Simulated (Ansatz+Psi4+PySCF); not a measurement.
Values are calculated unless marked as measured or tabulated.
## Ansatz (development build ahead of 0.2.0) run

```yaml
crystal:
  periodic: [false, false, false]
  atoms:
    - { symbol: "N", position_ang: [0.11649, 0.0, 0.0] }
    - { symbol: H, position_ang: [-0.28326, 0.96746, 0.0] }
    - { symbol: H, position_ang: [-0.27181, -0.46986, 0.81383] }
    - { symbol: H, position_ang: [-0.27181, -0.46986, -0.81383] }
basis:
  gaussian: { orbitals: cc-pVTZ }
hamiltonian:
  xc: hf
correlation:
  method: mp2
  frozen_orbitals: { H: 0, "N": 1 }
```

The input is written out in the form of the current development build from the run's settings.

The run gave:

```yaml
Converged: yes
Reference_energy: -56.21597 hartree
Correlation_energy: -0.23596 hartree
Total_energy: -56.45194 hartree
Spin_squared_of_the_determinant: 0.000
Stability_test: minimum among restricted orbitals
Occupied_orbitals_by_symmetry_in_an_Abelian_subgroup_alpha;_beta: 4 A' 1 A''; 4 A' 1 A''
```
